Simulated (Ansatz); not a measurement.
**Point defect: Ni vacancy in Ni**

These are results of Ansatz, DFT PBEsol, scalar-relativistic, plane waves, PAW, not measurements. Run with 420 eV cutoff, 5×5×5 k-mesh, Gaussian smearing of 0.10 eV, collinear spin.

Host crystal, relaxed:

```
Ni
1.0
     0.00000    1.73151    1.73151
     1.73151    0.00000    1.73151
     1.73151    1.73151    0.00000
Ni
1
Direct
  0.00000 0.00000 0.00000
```

Supercell of 27 atoms, rows in host cell vectors: -3 3 0; 0 3 0; 0 3 -3. Atoms relax at the host's cell, keeping the symmetry that the supercell leaves at the site. The cell is small, so energies carry finite-size errors of tenths of an eV. The host is a metal. Atoms are taken from and returned to the elements' standard states.

Defect: Ni vacancy set at (0.000, 0.000, 0.000) of the host cell. Before relaxation its nearest neighbours are 12 Ni at 2.45 Å.

| charge | E_f at the valence band top (eV) | moment (μB) | largest move (Å) | atoms near the site |
| --- | --- | --- | --- | --- |
| 0 | 1.73 | -0.58 | 0.03 | 12 Ni at 2.42 Å |

Cost: 2 runs of about 42 core-minutes in all, on AMD EPYC (Zen 3) (shared hosts).